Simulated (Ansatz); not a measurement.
`S[B]Cl` radical, relaxed with UKS PBE0-D4/def2-TZVP in Ansatz 0.2.0 from a PBE-D4/def2-SVP geometry. The force threshold is 0.005 eV/Å; the program also tests the step.

Total charge 0; spin multiplicity 2.

Start:

```xyz
4

S    -0.557    0.769   -0.553
B     0.331   -0.505    0.326
Cl    1.499   -0.187    1.576
H    -1.273   -0.077   -1.348
```

```csv
step,energy (eV),largest force (eV/Å),largest move (Å)
1,-24042.6116,0.467,0.000
2,-24042.6213,0.237,0.013
3,-24042.6244,0.021,0.008
4 (rejected),-24042.6243,0.018,0.013
5,-24042.6245,0.001,0.004
```

End:

```xyz
4

S    -0.556    0.760   -0.553
B     0.328   -0.492    0.324
Cl    1.487   -0.191    1.563
H    -1.259   -0.077   -1.334
```

Run time 11 s (2 threads of a server CPU on a shared host); peak host memory 0.26 GiB.
